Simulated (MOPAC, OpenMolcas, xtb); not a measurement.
## How methods differ on C2H4Si (SMILES C#C[SiH3])

The species is C2H4Si (7 atoms), meant as a singlet with charge 0. As SMILES, `C#C[SiH3]`. Geometry: relaxed at PBE0-D4/def2-TZVP.

Quantity: the dipole moment, in D. The values are calculated.

| level | kind | program | value (D) | CPU time |
| --- | --- | --- | --- | --- |
| MNDO | semi-empirical | MOPAC | 0.66 | under 2 s |
| GFN0-xTB | semi-empirical | xtb | 1.02 | under 2 s |
| GFN1-xTB | semi-empirical | xtb | 1.00 | under 2 s |
| HF/ANO-L-MB | Hartree–Fock | OpenMolcas | 0.85 | 2.1 s |
| HF/ANO-R0 (sfX2C) | Hartree–Fock | OpenMolcas | 1.53 | 2.3 s |
| HF/def2-SV(P) | Hartree–Fock | OpenMolcas | 0.56 | 3.2 s |
| HF/def2-SVP | Hartree–Fock | OpenMolcas | 0.54 | 4.1 s |
| HF/def2-TZVP | Hartree–Fock | OpenMolcas | 0.50 | 22 s |

The values span 0.50 to 1.53 D. Magnitudes only: a small dipole may point the other way at some levels. Without the sets that lack polarisation functions the rows with a basis span only 0.50 to 0.56 D. CPU times are rough (shared hosts, several kinds of processor): they show what a rung costs within a factor of a few.
